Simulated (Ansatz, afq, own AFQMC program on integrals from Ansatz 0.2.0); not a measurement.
## Where AFQMC and coupled cluster stand for BeCl⁻, singlet

```yaml
atoms:
  - { symbol: Cl, position_ang: [0.0000, 0.0000, 0.0000] }
  - { symbol: Be, position_ang: [0.0000, 0.0000, 1.9446] }
```

Basis aug-cc-pVDZ. Noble-gas cores (and the filled d shells of Ga–Kr and In–Xe) are frozen. AFQMC by an in-house program on the Cholesky factors that Ansatz 0.2.0 writes for its CCSD(T) run. ph-AFQMC/CISD is guided by a CISD state made of CCSD amplitudes; releasing the constraint for a short imaginary time cuts its bias at the price of noise, slowly where states lie close. Uncertainties: one standard error, sampling alone.

Determinant: RHF, the one that the program's search chose, which needn't be the lowest solution. The geometry is a PBE0/def2-TZVPD stationary point of this or a neighbouring charge and spin state.

No full CI on the walks' own integrals is used here; CCSDT(Q) serves as the reference and is uncertain by about the last step of the cluster series.

Cautions: restricted determinant unstable towards unrestricted (UHF 28 meV lower, ⟨S²⟩ 0.26).

* T1 diagnostic: 0.0162
* weight of the determinant in the CISD state: 0.857
* size of the correlated space: 10 electrons in 44 orbitals

Reference: CCSDT(Q), correlation energy -6.094 eV. The released energy is read at 2.40 1/Eh (meV from the phaseless value at times in 1/Eh: 14 ± 16 at 0.24, 11 ± 13 at 0.51, 27 ± 13 at 0.99, 27 ± 12 at 1.62, 5 ± 18 at 2.40).

| level | E − E(reference) (kJ/mol) | share of correlation (%) |
| --- | --- | --- |
| HF | 588.0 | 0.00 |
| MP2 | 81.6 | 86.13 |
| CCSD | 20.6 | 96.49 |
| CCSD(T) | 3.0 | 99.49 |
| CCSDT | 1.4 | 99.76 |
| ph-AFQMC/HF | 6.4 ± 6.3 | 98.90 |
| ph-AFQMC/CISD | -2.9 ± 1.5 | 100.50 |
| released AFQMC | -2.5 ± 1.8 | 100.42 |

A walk keeps the symmetry of its determinant, which the program's search chose and which needn't be the lowest solution, so a lower state of the same spin and another symmetry isn't excluded. Released energies are given only where the last usable release times agree within the noise; a slower fall can still hide under it.
